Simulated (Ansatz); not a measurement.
bcc Fe, treated with B3LYP (VWN-RPA form) (Ansatz, an electronic-structure program, plane waves, PAW).

Numerical settings: plane-wave cutoff 460 eV, 16×16×16 k mesh, Fermi–Dirac smearing 0.05 eV, spin-polarised with parallel moments, scalar-relativistic PAW data made under PBE.

Response to compression and expansion:

```
V (Å³/atom)  P (GPa)  moment (μB per cell of 1 atoms)
-----------  -------  -------------------------------
11.999          7.42                             2.76
12.191          4.24                             2.76
12.504         -0.32                             2.77
12.691         -2.35                             2.78
13.129         -6.21                             2.84
```
